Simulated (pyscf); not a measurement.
`[CH3][Be][CH3]` + `[NH3]` → `[CH3][Be][NH2]` + `[CH4]`, a four-centre exchange (singlet surface; Be–C, H–N broken, Be–N, C–H formed). Optimised with ωB97X-D3(BJ)/def2-SVP in PySCF. Correlated levels are frozen-core, on RHF or UHF. ΔMP2 is the change of the MP2 total energy from the triple- to the quadruple-zeta basis. Energies in kcal/mol from the separated reactants.

Small-basis levels: PySCF, no dispersion term, spherical d functions. 

Question: In single points MP2/6-31G* puts the saddle at 11.9 kcal/mol and the reaction energy at -29.0 kcal/mol. Should these be trusted to within a few kcal/mol? Compare with CCSD(T)/def2-TZVPP + ΔMP2(QZVPP).

Answer: CCSD(T)/def2-TZVPP + ΔMP2(QZVPP) gives ΔE‡ = 12.9 kcal/mol and ΔE = -24.5 kcal/mol. MP2/6-31G* lies 1.0 kcal/mol under it in the barrier and 4.5 kcal/mol under it in the reaction energy, so on this step it does not hold to within 3.0 kcal/mol. CCSD(T)/def2-TZVPP + ΔMP2(QZVPP) has limits of its own. On the reactant side the descent ends in an adduct with a Be–N contact (not fully relaxed), 19.1 kcal/mol under the separated species and 30.9 kcal/mol under the saddle at ωB97X-D3(BJ)/def2-TZVP. What is counted as formed (Be–N) is already present as a longer contact in the reactant adduct; forming that adduct is a step of its own. At the saddle there is also a short Be–H contact that neither side keeps. One saddle was located; it need not be the lowest between these sides. The CCSD(T) − MP2 part came from Ansatz, without density fitting, on the same reference.
